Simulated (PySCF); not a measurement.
ammonia cation (H3N), SMILES N (connectivity only; charge and spin as stated), charge +1, multiplicity 2. Geometry optimised at TPSSh-D3(BJ)/def2-TZVPD. The spin state was assumed, not searched.

The numbers are results of TPSSh-D3(BJ)/def2-TZVPD (PySCF), not measurements.

Harmonic wavenumbers (cm⁻¹): 874, 1547, 1547, 3333, 3507, 3507. Rotational constants (GHz): 317.2, 317.2, 158.6; symmetry number 6.

Q: Work out the zero-point energy and the ideal-gas rigid-rotor harmonic-oscillator thermochemistry at 298.15 K and 1 atm.

A: ZPE = ½ Σ hcν = ½ × 14314 cm⁻¹ = 85.61 kJ/mol. H − E(el) = 95.71 kJ/mol. Entropy in J/(mol K): translation 144.10, rotation 42.32, vibration 0.73, spin 5.76, total 192.91. G − E(el) = 38.19 kJ/mol. Cp = 36.03 J/(mol K).
